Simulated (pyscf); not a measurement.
`[CH3][CH3]` + `[SH][Zn]` [doublet] -> `[CH3][Zn][SH]` + `[CH3]` [doublet], a substitution at C (doublet surface; C–C broken, C–Zn formed). Optimised with ωB97X-D3(BJ)/def2-SVP in PySCF. Energies in kcal/mol from the separated reactants.

Small-basis levels: PySCF, no dispersion term, spherical d functions. AM1 to PM7: differences of heats of formation from MOPAC. Open shells are spin-unrestricted. 

```
level                    barrier  reaction energy
-----------------------  -------  ---------------
HF/6-31G*+LANL2DZ           66.3            +27.8
MP2/6-31G*+LANL2DZ          62.2            +30.8
PBE/6-31G*+LANL2DZ          45.7            +36.4
B3LYP/3-21G                 32.8             +3.5
B3LYP/6-311+G**+LANL2DZ     49.6            +31.8
B3LYP/def2-SVP              47.5            +23.9
AM1                         46.6            +35.0
ωB97M-D3(BJ)/def2-TZVP      50.2            +23.5
```

Against the last row the barrier runs from -17.4 (B3LYP/3-21G) to +16.1 kcal/mol (HF/6-31G*+LANL2DZ). ωB97M-D3(BJ)/def2-TZVP has limits of its own. One saddle was located; it need not be the lowest between these sides. The angle at the attacked C is 179°. In the def2 sets elements up to Kr have no core potential.
